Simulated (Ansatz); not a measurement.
One starting cell of Ba (a generated cell, Ba built in the AFLOW prototype A_tI2_139_a (A_a)) was relaxed twice with Ansatz (plane waves, PAW, scalar-relativistic): with r2SCAN at 500 eV and with PBE at 420 eV. The r2SCAN result:

```
CELL_PARAMETERS angstrom
     -2.53320     2.53320     2.53320
      2.53320    -2.53320     2.53320
      2.53320     2.53320    -2.53320
ATOMIC_POSITIONS crystal
  Ba 0.00000 0.00000 0.00000
```

```csv
quantity,r2SCAN,PBE
space group,Im-3m,Im-3m
volume (Å³/atom),65.02,…
a (Å),5.066,…
"gap (eV, no spin-orbit coupling)",0.00,…
```

Q: Fill in the PBE column.

A: 
- volume (Å³/atom), PBE: 63.26
- a (Å), PBE: 5.020
- gap (eV, no spin-orbit coupling), PBE: 0.00

Both levels end in the same structure; PBE's volume is 2.7 % smaller. Neither column is exact.

No spin polarisation in the result.

Measured for Ba: a 4.995 Å (static lattice; corrected from measurement; as listed in Gábor I. Csonka et al., Physical Review B (2009)). Computed minus measured — a: r2SCAN +1.4 %, PBE +0.5 %. The computed values are for a static lattice.

The run could not lose the symmetry of its start.

Ansatz is a program for electronic structure.
